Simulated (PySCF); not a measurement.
# C4H5N: the cost of one run

The runs use PySCF 2.14.0, with density-fitted response routines of our own; the level of theory stands in each step. All values are computed, except where a source is named. Atoms count from 0, in the outputs and in this text.

### 1 The starting structure

10 atoms, charge 0, multiplicity 1; geometry from: GFN2-xTB. The atoms were then displaced at random by about 0.01 Å, so the start is not that level's minimum.

Bonds of the start (Å): C0–C1 1.23, C1–C2 1.47, C2–N3 1.39, N3–C4 1.27, C0–H5 1.01, C2–H6 1.09, C2–H7 1.11, C4–H8 1.09, C4–H9 1.08.

### 2 Geometry optimisation at PBE0-D3(BJ)/def2-SVP

The job: settings as JSON, then the geometry in Å.

```
{"job": {"xc": "PBE0", "basis": "def2-SVP", "d3": "d3bj", "grid": 1, "shake": 0.01, "kind": "geom"}, "charge": 0, "multiplicity": 1}
C      1.984190    -0.797090     0.101330
C      1.136700     0.094420     0.059810
C      0.055240     1.082840     0.006890
N     -1.241920     0.597780    -0.079690
C     -1.551980    -0.630990    -0.110090
H      2.715430    -1.494280     0.129310
H      0.234130     1.745810    -0.845770
H      0.131180     1.716990     0.910510
H     -0.818850    -1.430380    -0.037390
H     -2.593680    -0.906030    -0.155990
```

Run with:

```sh
OMP_NUM_THREADS=1 python probes_run.py task.json out
```

This one command runs all jobs of the session in turn.

Q: Estimate the wall time and peak memory of this first job on 1 thread of Intel Xeon 6975P-C, shared host.

About 12 s, with a peak of 0.39 GiB.
